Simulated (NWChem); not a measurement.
Everything below was run with NWChem. System: diphosphorus (P$_{2}$), charge 0, spin multiplicity 1, at a geometry optimised with PBE0/def2-SVP. Level: MP2/def2-TZVP, 10 core orbitals frozen.

Input file:

```
start mol
memory heap 200 mb stack 900 mb global 1100 mb
geometry units angstroms nocenter noautoz
  P      0.000000     0.000000     0.945544
  P      0.000000     0.000000    -0.945544
  symmetry group D2h
end
basis spherical
  * library def2-tzvp
end
scf
  rhf
  nopen 0
  maxiter 100
  thresh 1e-7
  semidirect memsize 60000000 filesize 0
end
mp2
  freeze core 10
end
task mp2 energy
```

Output (cleaned and shortened):

```
             Northwest Computational Chemistry Package (NWChem) 7.3.0
             --------------------------------------------------------

                                NWChem Input Module
                                -------------------

 Scaling coordinates for geometry "geometry" by  1.889725989
 (inverse scale =  0.529177249)

 Turning off AUTOSYM since
 SYMMETRY directive was detected!

                             Geometry "geometry" -> ""
                             -------------------------

 Output coordinates in angstroms (scale by  1.889725989 to convert to a.u.)

  No.       Tag          Charge          X              Y              Z
 ---- ---------------- ---------- -------------- -------------- --------------
    1 P                   15.0000     0.00000000     0.00000000     0.94554400
    2 P                   15.0000     0.00000000     0.00000000    -0.94554400

 Effective nuclear repulsion energy (a.u.)      62.9610473045

            Nuclear Dipole moment (a.u.)
            ----------------------------
        X                 Y               Z
 ---------------- ---------------- ----------------
     0.0000000000     0.0000000000     0.0000000000

      Symmetry information
      --------------------

 Group name             D2h
 Group number             26
 Group order               8
 No. of unique centers     1

      Symmetry unique atoms

     1


 Summary of "ao basis" -> "" (spherical)
 ------------------------------------------------------------------------------
       Tag                 Description            Shells   Functions and Types
 ---------------- ------------------------------  ------  ---------------------
 *                         def2-tzvp                  on all atoms

 Summary of "ao basis" -> "ao basis" (spherical)
 ------------------------------------------------------------------------------
       Tag                 Description            Shells   Functions and Types
 ---------------- ------------------------------  ------  ---------------------
 P                         def2-tzvp                13       37   5s5p2d1f

                                 NWChem SCF Module
                                 -----------------

  ao basis        = "ao basis"
  functions       =    74
  atoms           =     2
  closed shells   =    15
  open shells     =     0
  charge          =   0.00
  wavefunction    = RHF
  use symmetry    = T
  symmetry adapt  = T

 Summary of "ao basis" -> "ao basis" (spherical)
 ------------------------------------------------------------------------------
       Tag                 Description            Shells   Functions and Types
 ---------------- ------------------------------  ------  ---------------------
 P                         def2-tzvp                13       37   5s5p2d1f

      Symmetry analysis of basis
      --------------------------

        ag         16
        au          3
        b1g         3
        b1u        16
        b2g         9
        b2u         9
        b3g         9
        b3u         9

 Forming initial guess at       0.1s

      Superposition of Atomic Density Guess
      -------------------------------------

 Sum of atomic energies:        -681.30222861

      Non-variational initial energy
      ------------------------------

 Total energy =    -681.544801
 1-e energy   =   -1068.042562
 2-e energy   =     323.536714
 HOMO         =      -0.291228
 LUMO         =      -0.065799

      Symmetry analysis of molecular orbitals - initial
[...]
              MO Center= -7.9D-16,  2.7D-30, -1.0D-16, r^2= 3.9D+00
   Bfn.  Coefficient  Atom+Function         Bfn.  Coefficient  Atom+Function
  ----- ------------  ---------------      ----- ------------  ---------------
    18      0.612591  1 P  px                55     -0.612591  2 P  px
    15      0.270536  1 P  px                52     -0.270536  2 P  px
    12      0.151882  1 P  px                49     -0.151882  2 P  px

 Vector   17  Occ=0.000000D+00  E= 2.344741D-02  Symmetry=b3g
              MO Center= -1.3D-29, -7.3D-16, -9.6D-18, r^2= 3.9D+00
   Bfn.  Coefficient  Atom+Function         Bfn.  Coefficient  Atom+Function
  ----- ------------  ---------------      ----- ------------  ---------------
    19      0.612591  1 P  py                56     -0.612591  2 P  py
    16      0.270536  1 P  py                53     -0.270536  2 P  py
    13      0.151882  1 P  py                50     -0.151882  2 P  py

 Vector   18  Occ=0.000000D+00  E= 1.616459D-01  Symmetry=b1u
              MO Center=  3.9D-17,  3.6D-17, -4.5D-16, r^2= 8.5D+00
   Bfn.  Coefficient  Atom+Function         Bfn.  Coefficient  Atom+Function
  ----- ------------  ---------------      ----- ------------  ---------------
     5      3.286421  1 P  s                 42     -3.286421  2 P  s
    20     -2.192702  1 P  pz                57     -2.192702  2 P  pz
    17     -0.590628  1 P  pz                54     -0.590628  2 P  pz
    28      0.394575  1 P  d  0              65     -0.394575  2 P  d  0
     3     -0.152593  1 P  s                 40      0.152593  2 P  s

 center of mass
 --------------
 x =   0.00000000 y =   0.00000000 z =   0.00000000

 moments of inertia (a.u.)
 ------------------
         197.781234074097           0.000000000000           0.000000000000
           0.000000000000         197.781234074097           0.000000000000
           0.000000000000           0.000000000000           0.000000000000

  Mulliken analysis of the total density
  --------------------------------------

    Atom       Charge   Shell Charges
 -----------   ------   -------------------------------------------------------
    1 P   15    15.00   2.01  0.54  1.43  1.07  0.78  4.16  1.70  0.64  1.64  0.89  0.04  0.09  0.01
    2 P   15    15.00   2.01  0.54  1.43  1.07  0.78  4.16  1.70  0.64  1.64  0.89  0.04  0.09  0.01

       Multipole analysis of the density wrt the origin
       ------------------------------------------------

     L   x y z        total         open         nuclear
     -   - - -        -----         ----         -------
     0   0 0 0     -0.000000      0.000000     30.000000

     1   1 0 0      0.000000      0.000000      0.000000
     1   0 1 0     -0.000000      0.000000      0.000000
     1   0 0 1     -0.000000      0.000000      0.000000

     2   2 0 0    -19.683881      0.000000      0.000000
     2   1 1 0     -0.000000      0.000000      0.000000
     2   1 0 1     -0.000000      0.000000      0.000000
     2   0 2 0    -19.683881      0.000000      0.000000
     2   0 1 1      0.000000      0.000000      0.000000
     2   0 0 2    -18.903801      0.000000     95.781672

                   NWChem MP2 Semi-direct Energy/Gradient Module
                   ---------------------------------------------

  Basis functions       =     74
  Molecular orbitals    =     74
  Frozen core           =     10
  Frozen virtuals       =      0
  Active alpha occupied =      5
  Active beta occupied  =      5
  Active alpha virtual  =     59
  Active beta virtual   =     59
  Use MO symmetry       = T
  Use skeleton AO sym   = T

  AO/Fock/Back tols     =   1.0D-09  1.0D-09  1.0D-09

 GA uses MA = F    GA memory limited = T

 Available:
  local mem=  1.26D+08
 global mem=  1.44D+08
 local disk=  0.00D+00
  mp2_memr nvloc                    59
  nvloc new                    59
   1 passes of   5:        4194304                      25915                   2761674.
   1 passes of   5: M    126152456           G      144168248           F     121958152.

 Semi-direct pass number   1 of   1  for RHF alpha+beta  at        0.7s
  vrange nnbf                  2744
  mp2_eaftype                    10  avail_ma_in_mb                  1099
 EAF : mp2_eaftype filesize          10    1380837.
  mp2_eaf for mointskh                     10
Node 0 wrote      6.5 Mb in      0.0 s     Agg I/O rate:  1846.6 Mb/s
 Done moints_semi at        2.2s
  mp2_eaftype                    10  avail_ma_in_mb                  1089
 EAF : mp2_eaftype filesize          10    1380837.
  mp2_eaf for kh                    10
 Done maket at        2.2s
 Done multipass loop at        2.2s

          -------------------------------------------
          SCF energy                -681.480130769464
          Correlation energy          -0.274053010495
          Singlet pairs               -0.173957221310
          Triplet pairs               -0.100095789185
          Total MP2 energy          -681.754183779958
          -------------------------------------------

          ---------------------------------------------------
                    Spin Component Scaled (SCS) MP2
          Same spin pairs                     -0.066730526123
          Same spin scaling factor             0.333333333333
          Opposite spin pairs                 -0.207322484371
          Opposite spin scaling fact.          1.200000000000
          SCS-MP2 correlation energy          -0.271030489953
          Total SCS-MP2 energy              -681.751161259417
          ---------------------------------------------------

 -----------------------
 Performance information
 -----------------------

 Timer overhead =  1.59D-07 seconds/call

               Nr. of calls         CPU time (s)                 Wall time (s)                GFlops
             ---------------    -------------------     ------------------------------   -------------------
Name         Min   Avg   Max    Min     Avg     Max     Min     Avg     Max   Mx/calls   Min     Max     Sum
mp2: moin     1     1     1    1.4     1.4     1.4      1.4     1.4     1.4     1.4      0.0     0.0     0.0
mp2: make     1     1     1   2.76E-2 2.76E-2 2.76E-2  2.76E-2 2.76E-2 2.76E-2 2.76E-2   0.0     0.0     0.0
mp2: tota     1     1     1    1.5     1.5     1.5      1.5     1.5     1.5     1.5      0.0     0.0     0.0

 The average no. of pstat calls per process was 3.00D+00
 with a timing overhead of 4.77D-07s

 Task  times  cpu:        2.2s     wall:        2.2s

 Total times  cpu:        2.2s     wall:        2.2s
```
